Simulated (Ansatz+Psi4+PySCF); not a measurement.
**triplet CO₂(2+): levels of theory in one basis**

```xyz
3

O     0.0000    0.0000    0.0000
C     0.5183   -0.5976    0.9024
O     1.0366   -1.1951    1.8048
```

Basis set: cc-pVTZ (spherical functions). Frozen core: 3 orbitals. Correlation on ROHF uses semicanonical orbitals with singles. Charge 2, multiplicity 3.

Computed with Ansatz (development build ahead of 0.2.0) and Psi4 1.11; each method stands on the lowest determinant of its kind that the runs found.

| method | E − E(ROHF) (eV) | <S²> of the determinant |
| --- | --- | --- |
| ROHF | 0.00 | 2.00 |
| UHF | -1.51 | 2.62 |
| ROHF-MP2 | -13.57 | – |

Problem. What does UHF-MP2 give on the same scale?

Solution. -13.44 eV.

Caution: other spin multiplicities were not run. Caution for ROHF, ROHF-MP2: an unrestricted determinant lies well below; the determinant may break the point group. Caution for UHF, UHF-MP2: the unrestricted determinant is spin contaminated. Caution for ROHF-MP2: another reference gives a lower total.
